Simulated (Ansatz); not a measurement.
# B2HCl (triplet): from Hartree-Fock to the top rungs, cc-pVDZ

One table from this session's results is given with a row withheld; the runs are named, their logs left out.

The runs use Ansatz 0.2.0, Gaussian basis; cc-pVDZ, core rule «outside noble gas», up to 7 orbitals frozen.

The runs, in order: UHF; CCSD(T) on ROHF; CCSD(T) on UHF; BCCD(T) on ROHF; CISD; CCSDT(Q) on ROHF; CCSDT(Q) on UHF; CASSCF and MRCISD+Q, 10 electrons in 10 orbitals; CASSCF and NEVPT2, 10 electrons in 10 orbitals.

18 further runs of the same task are left out: 7 that didn't finish, 11 set aside as unsound or not needed.

**The geometry**

The geometry is a PBE0/def2-TZVP stationary point (not a proven minimum) of the parent state, kept for this charge and spin.

4 atoms, charge 0, spin multiplicity 3.

Atoms are counted from 1 here; the program's logs count them from 0.

Bond lengths: B1–B2 1.516 Å, B1–H4 1.174 Å, B2–Cl3 1.678 Å. Angles: B2–B1–H4 180.0°, B1–B2–Cl3 180.0°.

Set-up of the first run:

The input, in.yaml:

```yaml
crystal:
  periodic: [false, false, false]
  atoms:
    - {symbol: B, position_ang: [0.000000, 0.000000, 0.883625]}
    - {symbol: B, position_ang: [0.000000, 0.000000, -0.631972]}
    - {symbol: Cl, position_ang: [0.000000, 0.000000, -2.309722]}
    - {symbol: H, position_ang: [0.000000, 0.000000, 2.058069]}
basis:
  gaussian: {orbitals: cc-pVDZ}
magnetization: {spin_polarized: true, initial_magnetization: 2}
hamiltonian: {xc: hf}
output: {orbitals: {seedname: orbitals}}
```

On the command line:

```sh
ansatz run in.yaml --threads 1 --pin off --events-out ev --progress --plain --max-ram 2393MiB
```

Among the steps run: UHF; CCSD(T) on ROHF; CCSD(T) on UHF; BCCD(T) on ROHF; CISD; CCSDT(Q) on ROHF; CCSDT(Q) on UHF; CASSCF and MRCISD+Q, 10 electrons in 10 orbitals; CASSCF and NEVPT2, 10 electrons in 10 orbitals.

One of the session's tables, all rows but one given; the rest of the session is left out.

| method | from UCCSDT(Q) (meV) |
| --- | --- |
| ROHF | +8314.0 |
| UHF | ? |
| RMP2 | +1184.9 |
| UMP2 | +1193.3 |
| CISD | +1012.9 |
| RCCSD | +289.0 |
| UCCSD | +286.4 |
| RCCSD(T) | +49.2 |
| UCCSD(T) | +49.1 |
| BCCD(T) | +48.2 |
| RCCSDT | +17.5 |
| UCCSDT | +16.8 |
| RCCSDT(Q) | +2.0 |
| UCCSDT(Q) | 0 |

**Question.** Estimate the row for UHF.

As computed: from UCCSDT(Q) (meV): +8225.1. In the column «from UCCSDT(Q) (meV)» it lies between UMP2 (+1193.3) and ROHF (+8314.0).

Left out of the table: CASSCF frontier, NEVPT2 frontier, MRCISD frontier, MRCISD+Q frontier (the active space lost an orbital or holds another state than full CI finds).

Limits of these values: Restricted and unrestricted rows rest on different reference determinants; where their highest levels disagree by more than a few hundredths of an eV, they describe different states and don't form one ladder. Warnings in the runs' records: passed over end.
